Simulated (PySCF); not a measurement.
# C₃H₄F₂S: electronic excitations at several levels of theory

Aim: compute the electronic excitations of C₃H₄F₂S (`FC1(F)CSC1`) at several levels, and see how far they spread and what each costs.

The runs use PySCF 2.14.0, with density-fitted response routines of our own; the level of theory stands in each step. All values are computed, except where a source is named. Atoms are numbered from 0 throughout.

## Step 1: The starting structure

10 atoms, charge 0, multiplicity 1; geometry from: GFN2-xTB.

Bonds of the start (Å): F0–C1 1.36, C1–F2 1.36, C1–C3 1.52, C3–S4 1.83, S4–C5 1.83, C5–C1 1.52, C3–H6 1.09, C3–H7 1.09, C5–H8 1.09, C5–H9 1.09.

## Step 2: Relaxing the molecule at PBE0-D3(BJ)/def2-SVP

The job: settings as JSON, then the geometry in Å.

```
{"job": {"xc": "PBE0", "basis": "def2-SVP", "d3": "d3bj", "grid": 1, "kind": "geom"}, "charge": 0, "multiplicity": 1}
F     -0.202943     0.208883     1.805760
C     -0.009376     0.441394     0.482626
F      0.159082     1.784532     0.384073
C     -1.130967    -0.096813    -0.398587
S      0.028575    -1.184433    -1.309086
C      1.143308    -0.360434    -0.110915
H     -1.887836    -0.650689     0.151917
H     -1.588149     0.660482    -1.031106
H      1.596933    -1.053734     0.593676
H      1.900257     0.255466    -0.590886
```

The program printed:

```text
step   0  E = -713.76240405  max force = 0.010078
step   1  E = -713.76305219  max force = 0.008810
step   2  E = -713.76329859  max force = 0.004235
step   3  E = -713.76338608  max force = 0.001402
step   4  E = -713.76339167  max force = 0.000500
step   5  E = -713.76339495  max force = 0.000557
step   6  E = -713.76339746  max force = 0.001385
step   7  E = -713.76340150  max force = 0.002249
step   8  E = -713.76340697  max force = 0.001772
step   9  E = -713.76341176  max force = 0.000468
step  10  E = -713.76341270  max force = 0.000049
optimisation converged
```

Run time: 47 s. Hardware: 1 thread, shared host.

Along the way:

```csv
step,energy from step 0 (eV),largest force component (eV/Å)
0,0.0000,0.5182
1,-0.0176,0.4530
2,-0.0243,0.2178
3,-0.0267,0.0721
4,-0.0269,0.0257
5,-0.0270,0.0286
6,-0.0270,0.0712
7,-0.0271,0.1156
8,-0.0273,0.0911
9,-0.0274,0.0241
10,-0.0274,0.0025
```

Close pairs (by a distance rule), those that changed most:

```csv
bond,before (Å),after (Å),change (Å)
C3–H6,1.088,1.099,+0.011
C5–H8,1.088,1.099,+0.011
C3–H7,1.087,1.098,+0.011
C5–H9,1.088,1.098,+0.011
F0–C1,1.357,1.348,-0.009
C1–F2,1.357,1.349,-0.008
C3–S4,1.832,1.836,+0.004
S4–C5,1.832,1.835,+0.003
```

The final coordinates are the input of the step that follows.

```csv
at the end point,value
point group (found at 0.08 Å tolerance),Cs
"rotational constants (GHz, main isotopes)","5.435, 2.182, 2.154"
dipole moment (D),0.53
```

## Step 3: TDDFT and polarisability: HF/def2-SVPD

The job: settings as JSON, then the geometry in Å.

```
{"job": {"kind": "uv", "xc": "HF", "basis": "def2-SVPD", "ip": true}, "charge": 0, "multiplicity": 1}
F     -0.208126     0.830292     1.606540
C     -0.000741     0.576673     0.299155
F      0.216230     1.762659    -0.306343
C     -1.136615    -0.199117    -0.364055
S      0.056955    -1.408919    -1.058088
C      1.135908    -0.409020     0.039469
H     -1.827141    -0.640760     0.367869
H     -1.688725     0.385238    -1.112600
H      1.443866    -0.942661     0.949389
H      2.005151     0.044141    -0.456129
```

Level: TDDFT HF/def2-SVPD, vertical, gas phase, core orbitals frozen in the response.

The program printed:

```text
final grid: 90072 points
cycle   1  E = -711.8082902123  dE =  1.218e+00  |g| = 8.065e-01  |ddm| = 4.043e+00
cycle   2  E = -711.9169372218  dE = -1.086e-01  |g| = 5.108e-01  |ddm| = 1.677e+00
cycle   3  E = -711.9674012071  dE = -5.046e-02  |g| = 6.584e-02  |ddm| = 7.799e-01
cycle   4  E = -711.9692255768  dE = -1.824e-03  |g| = 1.792e-02  |ddm| = 2.525e-01
cycle   5  E = -711.9693527196  dE = -1.271e-04  |g| = 5.216e-03  |ddm| = 5.252e-02
cycle   6  E = -711.9693679919  dE = -1.527e-05  |g| = 1.473e-03  |ddm| = 2.306e-02
cycle   7  E = -711.9693696574  dE = -1.666e-06  |g| = 3.980e-04  |ddm| = 7.475e-03
cycle   8  E = -711.9693697478  dE = -9.036e-08  |g| = 1.127e-04  |ddm| = 1.557e-03
cycle   9  E = -711.9693697562  dE = -8.365e-09  |g| = 2.935e-05  |ddm| = 4.195e-04
cycle  10  E = -711.9693697568  dE = -6.430e-10  |g| = 7.244e-06  |ddm| = 1.704e-04
converged SCF energy = -711.9693697568

Static polarisability (au): isotropic 52.281, principal 45.715 53.919 57.208

Singlet excitations
state   eV       nm        f      main configurations
  1   5.3086    233.6   0.00002   H->L 0.50, H->L+8 0.45
  2   6.9227    179.1   0.02308   H->L+1 0.74, H->L+9 0.12
  3   7.7313    160.4   0.03714   H->L+2 0.74, H->L+9 0.13
  4   8.1273    152.6   0.08741   H->L+3 0.85
  5   8.5724    144.6   0.11828   H-1->L 0.53, H-1->L+8 0.37
  6   8.5922    144.3   0.00304   H->L 0.47, H->L+8 0.44
  7   8.9503    138.5   0.00228   H->L+4 0.43, H->L+9 0.26, H->L+1 0.19
  8   9.5605    129.7   0.20111   H-1->L+1 0.69, H-1->L+9 0.15
  9   9.7391    127.3   0.08152   H->L+6 0.77
 10   9.8741    125.6   0.00515   H->L+11 0.23, H-2->L 0.19, H->L+7 0.14

Triplet excitations (Tamm-Dancoff, eV): 4.6649 6.0564 6.5798 7.0493
Vertical ionisation energy (delta-SCF) = 8.3439 eV
```

It took 10 s on 1 thread, shared host.

The orbitals next to the gap, with their largest atomic shares:

```csv
orbital,eV,atoms
HOMO−3,-14.18,"S4 23 %, C3 19 %, C5 19 %"
HOMO−2,-13.66,"C5 24 %, C3 24 %, S4 15 %"
HOMO−1,-12.47,"S4 58 %, C3 13 %, C5 13 %"
HOMO,-9.89,"S4 72 %, C5 10 %, C3 10 %"
LUMO,2.20,S4 81 %
LUMO+1,2.42,S4 85 %
LUMO+2,2.74,"S4 40 %, H6 9 %, H8 9 %"
```

With each of the 10 states as a Gaussian band of 0.4 eV half-width at 1/e, the curve within the window shown has maxima at 178 nm (ε 960), 147 nm (ε 6,400), 129 nm (ε 11,000) L/(mol cm). Beyond the last state computed it falls off for lack of states. The curve at chosen wavelengths:

nm, ε (L/mol/cm) and a bar:
```
      122       1905 #####
      128      10692 ##############################
      133       7247 ####################
      139       3111 #########
      145       6084 #################
      150       6146 #################
      156       4491 #############
      161       2740 ########
      167       1212 ###
      173        858 ##
      178        962 ###
      184        768 ##
      190        357 #
      195        132 
      201         28 
      207          4 
      212          1 
      218          0 
      224          1 
      229          1 
      235          1 
      240          1 
      246          1 
      252          0 
      257          0 
      263          0
```

Ground-state properties from the same run:

```csv
property,computed
dipole moment (D),0.78
polarisability (Å³),7.75
HOMO–LUMO gap (eV),12.09
−ε(HOMO) (eV),9.89
```

## Step 4: Excited states and response: LDA/def2-SVPD

Settings changed since step 3:

```diff
@@ -1,2 +1,2 @@
-{"job": {"kind": "uv", "xc": "HF", "basis": "def2-SVPD", "ip": true}, "charge": 0, "multiplicity": 1}
+{"job": {"kind": "uv", "xc": "LDA", "basis": "def2-SVPD", "ip": true}, "charge": 0, "multiplicity": 1}
 F     -0.208126     0.830292     1.606540
```

Level: TDDFT LDA/def2-SVPD, vertical, gas phase, core orbitals frozen in the response.

The program printed:

```text
coarse grid: 9536 points
cycle   1  E = -710.4191387641  dE =  6.704e-01  |g| = 5.979e-01  |ddm| = 4.264e+00
cycle   2  E = -710.2866496426  dE =  1.325e-01  |g| = 1.074e+00  |ddm| = 1.531e+00
cycle   3  E = -710.4860450072  dE = -1.994e-01  |g| = 9.305e-02  |ddm| = 8.996e-01
cycle   4  E = -710.4876127726  dE = -1.568e-03  |g| = 4.542e-02  |ddm| = 1.854e-01
cycle   5  E = -710.4880361708  dE = -4.234e-04  |g| = 1.130e-02  |ddm| = 8.053e-02
cycle   6  E = -710.4880679288  dE = -3.176e-05  |g| = 4.612e-03  |ddm| = 2.528e-02
cycle   7  E = -710.4880740432  dE = -6.114e-06  |g| = 8.401e-04  |ddm| = 7.705e-03
final grid: 90072 points
cycle   8  E = -710.5636381036  dE = -3.710e-05  |g| = 5.456e-03  |ddm| = 7.549e-02
cycle   9  E = -710.5636250811  dE =  1.302e-05  |g| = 1.035e-02  |ddm| = 1.356e-02
cycle  10  E = -710.5636430311  dE = -1.795e-05  |g| = 6.648e-04  |ddm| = 9.376e-03
cycle  11  E = -710.5636431039  dE = -7.283e-08  |g| = 3.202e-04  |ddm| = 1.381e-03
cycle  12  E = -710.5636431310  dE = -2.705e-08  |g| = 6.193e-05  |ddm| = 5.241e-04
cycle  13  E = -710.5636431317  dE = -7.458e-10  |g| = 2.750e-05  |ddm| = 9.687e-05
converged SCF energy = -710.5636431317

Static polarisability (au): isotropic 57.953, principal 50.928 58.826 64.106

Singlet excitations
state   eV       nm        f      main configurations
  1   4.6186    268.4   0.00002   H->L 1.00
  2   5.3372    232.3   0.00895   H->L+1 0.98
  3   5.8610    211.5   0.01380   H->L+2 0.98
  4   6.1170    202.7   0.03418   H->L+3 0.98
  5   6.8768    180.3   0.00002   H->L+4 1.00
  6   7.1204    174.1   0.00877   H-2->L 0.98
  7   7.3105    169.6   0.01556   H->L+5 0.95
  8   7.4608    166.2   0.02980   H-1->L 0.82, H-2->L+1 0.10
  9   7.4714    165.9   0.00483   H->L+6 0.64, H->L+7 0.32
 10   7.6104    162.9   0.05588   H->L+7 0.59, H->L+6 0.24, H->L+9 0.14

Triplet excitations (Tamm-Dancoff, eV): 4.2159 4.8338 5.7298 5.9325
Vertical ionisation energy (delta-SCF) = 9.3440 eV
Vertical electron affinity (delta-SCF) = -0.9442 eV
```

Wall time 40 s (1 thread, shared host).

This run: HOMO -5.82 eV, LUMO -1.41 eV; lowest singlet 4.62 eV.

## Step 5: Excited states and response: PBE/def2-SVPD

Settings changed since step 4:

```diff
@@ -1,2 +1,2 @@
-{"job": {"kind": "uv", "xc": "LDA", "basis": "def2-SVPD", "ip": true}, "charge": 0, "multiplicity": 1}
+{"job": {"kind": "uv", "xc": "PBE", "basis": "def2-SVPD", "ip": true}, "charge": 0, "multiplicity": 1}
 F     -0.208126     0.830292     1.606540
```

Level: TDDFT PBE/def2-SVPD, vertical, gas phase, core orbitals frozen in the response.

The program printed:

```text
coarse grid: 9536 points
cycle   1  E = -713.5637053462  dE =  6.832e-01  |g| = 6.264e-01  |ddm| = 4.308e+00
cycle   2  E = -713.4173552003  dE =  1.464e-01  |g| = 1.131e+00  |ddm| = 1.565e+00
cycle   3  E = -713.6346584565  dE = -2.173e-01  |g| = 9.391e-02  |ddm| = 9.399e-01
cycle   4  E = -713.6363234043  dE = -1.665e-03  |g| = 4.422e-02  |ddm| = 1.912e-01
cycle   5  E = -713.6367347385  dE = -4.113e-04  |g| = 1.143e-02  |ddm| = 8.011e-02
cycle   6  E = -713.6367693786  dE = -3.464e-05  |g| = 4.477e-03  |ddm| = 2.700e-02
cycle   7  E = -713.6367752604  dE = -5.882e-06  |g| = 8.006e-04  |ddm| = 7.885e-03
final grid: 90072 points
cycle   8  E = -713.7429624086  dE = -1.476e-05  |g| = 1.513e-02  |ddm| = 8.517e-02
cycle   9  E = -713.7428040181  dE =  1.584e-04  |g| = 3.097e-02  |ddm| = 4.519e-02
cycle  10  E = -713.7430105178  dE = -2.065e-04  |g| = 1.124e-03  |ddm| = 3.361e-02
cycle  11  E = -713.7430108970  dE = -3.792e-07  |g| = 2.543e-04  |ddm| = 3.810e-03
cycle  12  E = -713.7430109113  dE = -1.436e-08  |g| = 9.133e-05  |ddm| = 5.191e-04
cycle  13  E = -713.7430109129  dE = -1.567e-09  |g| = 2.510e-05  |ddm| = 1.254e-04
cycle  14  E = -713.7430109130  dE = -1.160e-10  |g| = 9.305e-06  |ddm| = 3.700e-05
converged SCF energy = -713.7430109130

Static polarisability (au): isotropic 57.751, principal 50.754 58.479 64.019

Singlet excitations
state   eV       nm        f      main configurations
  1   4.6611    266.0   0.00003   H->L 1.00
  2   5.4368    228.0   0.00947   H->L+1 0.98
  3   5.8340    212.5   0.01298   H->L+2 0.99
  4   6.1402    201.9   0.03624   H->L+3 0.99
  5   6.8194    181.8   0.00003   H->L+4 1.00
  6   7.1174    174.2   0.01085   H-2->L 0.98
  7   7.2567    170.9   0.00916   H->L+5 0.92
  8   7.3726    168.2   0.00453   H->L+6 0.74, H->L+7 0.20
  9   7.4311    166.8   0.03289   H-1->L 0.87
 10   7.5748    163.7   0.02413   H->L+7 0.74, H->L+6 0.20

Triplet excitations (Tamm-Dancoff, eV): 4.1795 4.8752 5.6736 5.9115
Vertical ionisation energy (delta-SCF) = 9.1653 eV
Vertical electron affinity (delta-SCF) = -1.0430 eV
```

Run time: 58 s. Hardware: 1 thread, shared host.

In short: HOMO -5.74 eV, LUMO -1.25 eV; lowest singlet 4.66 eV.

## Step 6: TDDFT and polarisability: B3LYP/def2-SVPD

Settings changed since step 5:

```diff
@@ -1,2 +1,2 @@
-{"job": {"kind": "uv", "xc": "PBE", "basis": "def2-SVPD", "ip": true}, "charge": 0, "multiplicity": 1}
+{"job": {"kind": "uv", "xc": "B3LYP", "basis": "def2-SVPD", "ip": true}, "charge": 0, "multiplicity": 1}
 F     -0.208126     0.830292     1.606540
```

Level: TDDFT B3LYP/def2-SVPD, vertical, gas phase, core orbitals frozen in the response.

The program printed:

```text
coarse grid: 9536 points
cycle   1  E = -714.1031397598  dE =  7.766e-01  |g| = 6.513e-01  |ddm| = 4.115e+00
cycle   2  E = -714.0175785664  dE =  8.556e-02  |g| = 9.957e-01  |ddm| = 1.478e+00
cycle   3  E = -714.1779541493  dE = -1.604e-01  |g| = 7.061e-02  |ddm| = 8.461e-01
cycle   4  E = -714.1788150935  dE = -8.609e-04  |g| = 3.288e-02  |ddm| = 1.365e-01
cycle   5  E = -714.1790643389  dE = -2.492e-04  |g| = 6.502e-03  |ddm| = 5.578e-02
cycle   6  E = -714.1790752244  dE = -1.089e-05  |g| = 2.466e-03  |ddm| = 1.542e-02
cycle   7  E = -714.1790769738  dE = -1.749e-06  |g| = 3.092e-04  |ddm| = 4.311e-03
final grid: 90072 points
cycle   8  E = -714.2621552318  dE = -2.639e-05  |g| = 6.233e-03  |ddm| = 6.350e-02
cycle   9  E = -714.2621448789  dE =  1.035e-05  |g| = 9.881e-03  |ddm| = 1.433e-02
cycle  10  E = -714.2621621952  dE = -1.732e-05  |g| = 3.775e-04  |ddm| = 8.901e-03
cycle  11  E = -714.2621622282  dE = -3.298e-08  |g| = 1.651e-04  |ddm| = 1.037e-03
cycle  12  E = -714.2621622354  dE = -7.243e-09  |g| = 3.964e-05  |ddm| = 2.948e-04
cycle  13  E = -714.2621622357  dE = -3.288e-10  |g| = 1.281e-05  |ddm| = 7.143e-05
converged SCF energy = -714.2621622357

Static polarisability (au): isotropic 56.082, principal 49.234 57.085 61.928

Singlet excitations
state   eV       nm        f      main configurations
  1   4.7983    258.4   0.00002   H->L 0.99
  2   5.7645    215.1   0.01195   H->L+1 0.96
  3   6.2814    197.4   0.01473   H->L+2 0.96
  4   6.6662    186.0   0.04446   H->L+3 0.99
  5   7.2714    170.5   0.00007   H->L+4 0.97
  6   7.7357    160.3   0.00521   H->L+5 0.84, H->L+9 0.10
  7   7.7453    160.1   0.05302   H-1->L 0.94
  8   7.9113    156.7   0.01659   H->L+6 0.85
  9   8.0188    154.6   0.01367   H-2->L 0.79, H->L+8 0.11
 10   8.0497    154.0   0.00202   H->L+7 0.98

Triplet excitations (Tamm-Dancoff, eV): 4.3220 5.1678 6.0923 6.4550
Vertical ionisation energy (delta-SCF) = 9.3231 eV
```

Run time: 31 s. Hardware: 1 thread, shared host.

In short: HOMO -6.77 eV, LUMO -0.57 eV; lowest singlet 4.80 eV.

## Step 7: Excited states and response: PBE0/def2-SVPD

Settings changed since step 6:

```diff
@@ -1,2 +1,2 @@
-{"job": {"kind": "uv", "xc": "B3LYP", "basis": "def2-SVPD", "ip": true}, "charge": 0, "multiplicity": 1}
+{"job": {"kind": "uv", "xc": "PBE0", "basis": "def2-SVPD", "ip": true}, "charge": 0, "multiplicity": 1}
 F     -0.208126     0.830292     1.606540
```

Level: TDDFT PBE0/def2-SVPD, vertical, gas phase, core orbitals frozen in the response.

The program printed:

```text
coarse grid: 9536 points
cycle   1  E = -713.6368957718  dE =  8.017e-01  |g| = 6.206e-01  |ddm| = 4.155e+00
cycle   2  E = -713.5753800665  dE =  6.152e-02  |g| = 8.918e-01  |ddm| = 1.407e+00
cycle   3  E = -713.7060700150  dE = -1.307e-01  |g| = 6.023e-02  |ddm| = 8.034e-01
cycle   4  E = -713.7066743407  dE = -6.043e-04  |g| = 2.845e-02  |ddm| = 1.197e-01
cycle   5  E = -713.7068639825  dE = -1.896e-04  |g| = 5.191e-03  |ddm| = 5.135e-02
cycle   6  E = -713.7068708588  dE = -6.876e-06  |g| = 1.909e-03  |ddm| = 1.288e-02
final grid: 90072 points
cycle   7  E = -713.7865168113  dE = -1.662e-05  |g| = 1.023e-02  |ddm| = 6.166e-02
cycle   8  E = -713.7864866475  dE =  3.016e-05  |g| = 1.518e-02  |ddm| = 3.165e-02
cycle   9  E = -713.7865424451  dE = -5.580e-05  |g| = 7.281e-04  |ddm| = 1.965e-02
cycle  10  E = -713.7865425503  dE = -1.052e-07  |g| = 2.155e-04  |ddm| = 1.786e-03
cycle  11  E = -713.7865425601  dE = -9.747e-09  |g| = 5.420e-05  |ddm| = 3.539e-04
cycle  12  E = -713.7865425608  dE = -7.051e-10  |g| = 1.562e-05  |ddm| = 1.433e-04
converged SCF energy = -713.7865425608

Static polarisability (au): isotropic 55.402, principal 48.621 56.470 61.116

Singlet excitations
state   eV       nm        f      main configurations
  1   4.8771    254.2   0.00002   H->L 0.98
  2   5.9495    208.4   0.01202   H->L+1 0.95
  3   6.5337    189.8   0.01760   H->L+2 0.95
  4   6.8811    180.2   0.04648   H->L+3 0.99
  5   7.5185    164.9   0.00009   H->L+4 0.97
  6   7.8911    157.1   0.05472   H-1->L 0.94
  7   7.9690    155.6   0.00514   H->L+5 0.84
  8   8.1437    152.2   0.01111   H->L+6 0.69, H-2->L 0.18
  9   8.2137    150.9   0.01894   H-2->L 0.79, H->L+6 0.18
 10   8.3234    149.0   0.06131   H->L+8 0.68, H->L+9 0.21

Triplet excitations (Tamm-Dancoff, eV): 4.3382 5.2829 6.2816 6.5174
Vertical ionisation energy (delta-SCF) = 9.2755 eV
```

Wall time 30 s (1 thread, shared host).

This run: HOMO -6.99 eV, LUMO -0.32 eV; lowest singlet 4.88 eV.

## Step 8: Excited states and response: BHandHLYP/def2-SVPD

Settings changed since step 7:

```diff
@@ -1,2 +1,2 @@
-{"job": {"kind": "uv", "xc": "PBE0", "basis": "def2-SVPD", "ip": true}, "charge": 0, "multiplicity": 1}
+{"job": {"kind": "uv", "xc": "BHandHLYP", "basis": "def2-SVPD", "ip": true}, "charge": 0, "multiplicity": 1}
 F     -0.208126     0.830292     1.606540
```

Level: TDDFT BHandHLYP/def2-SVPD, vertical, gas phase, core orbitals frozen in the response.

The program printed:

```text
coarse grid: 9536 points
cycle   1  E = -713.9457863321  dE =  9.359e-01  |g| = 6.839e-01  |ddm| = 3.944e+00
cycle   2  E = -713.9390531600  dE =  6.733e-03  |g| = 7.648e-01  |ddm| = 1.457e+00
cycle   3  E = -714.0385537004  dE = -9.950e-02  |g| = 4.833e-02  |ddm| = 7.768e-01
cycle   4  E = -714.0390024690  dE = -4.488e-04  |g| = 2.341e-02  |ddm| = 1.191e-01
cycle   5  E = -714.0391297443  dE = -1.273e-04  |g| = 3.865e-03  |ddm| = 4.091e-02
cycle   6  E = -714.0391341511  dE = -4.407e-06  |g| = 8.682e-04  |ddm| = 9.429e-03
final grid: 90072 points
cycle   7  E = -714.0930876601  dE = -1.316e-05  |g| = 3.227e-03  |ddm| = 4.120e-02
cycle   8  E = -714.0930872121  dE =  4.480e-07  |g| = 3.681e-03  |ddm| = 8.232e-03
cycle   9  E = -714.0930897962  dE = -2.584e-06  |g| = 1.290e-04  |ddm| = 3.865e-03
cycle  10  E = -714.0930898003  dE = -4.133e-09  |g| = 7.496e-05  |ddm| = 3.883e-04
cycle  11  E = -714.0930898016  dE = -1.335e-09  |g| = 1.440e-05  |ddm| = 1.298e-04
cycle  12  E = -714.0930898017  dE = -6.457e-11  |g| = 3.167e-06  |ddm| = 3.909e-05
converged SCF energy = -714.0930898017

Static polarisability (au): isotropic 54.044, principal 47.339 55.357 59.435

Singlet excitations
state   eV       nm        f      main configurations
  1   5.0034    247.8   0.00002   H->L 0.87, H->L+4 0.11
  2   6.2561    198.2   0.01449   H->L+1 0.90
  3   6.9263    179.0   0.02139   H->L+2 0.92
  4   7.3711    168.2   0.05859   H->L+3 0.96
  5   7.9166    156.6   0.00015   H->L+4 0.78, H->L 0.12, H->L+6 0.09
  6   8.1288    152.5   0.07627   H-1->L 0.88
  7   8.3100    149.2   0.00315   H->L+5 0.69, H->L+9 0.23
  8   8.7010    142.5   0.06311   H->L+7 0.79
  9   8.7812    141.2   0.08689   H->L+8 0.34, H-1->L+1 0.34, H->L+7 0.11
 10   8.8075    140.8   0.00132   H->L+6 0.88, H->L+4 0.10

Triplet excitations (Tamm-Dancoff, eV): 4.4779 5.5655 6.6208 6.6406
Vertical ionisation energy (delta-SCF) = 9.2453 eV
```

Run time: 29 s. Hardware: 1 thread, shared host.

This run: HOMO -8.14 eV, LUMO 0.52 eV; lowest singlet 5.00 eV.

## Step 9: Comparing the runs: electronic excitations

Excitations and ground-state properties, with basis size and wall time:

```csv
run,lowest singlet (eV),brightest (eV),f,gap (eV),α (Å³),μ (D),functions,time
HF/def2-SVPD,5.31,9.56,0.201,12.09,7.75,0.78,165,10 s
LDA/def2-SVPD,4.62,7.61,0.056,4.42,8.59,0.66,165,40 s
PBE/def2-SVPD,4.66,6.14,0.036,4.49,8.56,0.61,165,58 s
B3LYP/def2-SVPD,4.80,7.75,0.053,6.20,8.31,0.72,165,31 s
PBE0/def2-SVPD,4.88,8.32,0.061,6.68,8.21,0.67,165,30 s
BHandHLYP/def2-SVPD,5.00,8.78,0.087,8.66,8.01,0.79,165,29 s
```

## Step 10: Results

| quantity | value |
| --- | --- |
| point group | Cs |
| rotational constants (main isotopes) | 5.43, 2.18, 2.15 GHz |
| lowest singlet (HF/def2-SVPD) | 5.31 eV (234 nm), f = 0.000 |
| brightest single state of those computed | state 8, 9.56 eV, f = 0.201 |
| lowest triplet | 4.66 eV |
| vertical ionisation energy (ΔSCF) | 8.34 eV |
| range of the lowest singlet | 4.62 to 5.31 eV |

In words: Single values in the summary come from the first run of each kind that ended normally (HF/def2-SVPD), which need not be the best level. The optimisation took 10 steps and gained 0.027 eV; among the close pairs (by a distance rule), C3–H6 changed most, from 1.088 to 1.099 Å. No frequency check was run at this level, so the end point may be a saddle. The lowest singlet, at 5.31 eV, is HOMO→LUMO 0.50, HOMO→LUMO+8 0.45 and is dark; of the 10 states computed, the strongest absorption comes from state 8 at 9.56 eV. The lowest triplet lies 0.64 eV below the lowest singlet (triplets in Tamm-Dancoff, singlets in full TDDFT). At HF/def2-SVPD, the highest states lie near or above the ionisation energy, where they hang on the basis. The orbital energy would give 9.89 eV for ionisation, ΔSCF gives 8.34 eV. The lowest singlet runs from 4.62 eV (LDA/def2-SVPD) to 5.31 eV (HF/def2-SVPD), while the orbital gap spans 4.42 to 12.09 eV: the excitation energy moves far less from run to run than the orbital gap does. The lowest state need not be the same one in every run. The runs solved for a few states only, so the brightest column depends on that window.
